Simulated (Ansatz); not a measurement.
Molecule: CH3F (charge +1, doublet). SMILES of the parent species: CF

Atoms: C1, F2, H3, H4, H5. Bonds: C1-F2, C1-H3, C1-H4, C1-H5.

Bond lengths (Å) and angles (degrees) optimised at HF/STO-3G with Ansatz (a first-principles code); HF/6-31G* with Ansatz; PBE/6-31G* with Ansatz; B3LYP/6-31G* with Ansatz, each started from the B3LYP-D3(BJ)/def2-TZVP structure (Ansatz) of the last column. A row stands for all coordinates that are equal there; 6 of 7 kinds are shown. 6-31G* holds six Cartesian d functions. No wavenumbers were computed at HF/STO-3G, PBE/6-31G*, so these may be saddle points.

```tsv
coordinate	HF/STO-3G	HF/6-31G*	PBE/6-31G*	B3LYP/6-31G*	B3LYP-D3(BJ)/def2-TZVP
C1-F2	1.542	1.261	1.315	1.302	1.287
C1-H3	1.106	1.166	1.170	1.164	1.172
C1-H5	1.104	1.075	1.099	1.090	1.087
F2-C1-H3	101.9	111.0	108.9	109.0	110.3
F2-C1-H5	103.9	117.2	115.6	115.7	116.9
H3-C1-H4	114.6	74.9	83.4	82.9	76.4
```

Mean signed difference of all 4 bond lengths from B3LYP-D3(BJ)/def2-TZVP: HF/STO-3G 0.035 Å, HF/6-31G* -0.012 Å, PBE/6-31G* 0.009 Å, B3LYP/6-31G* 0.001 Å.
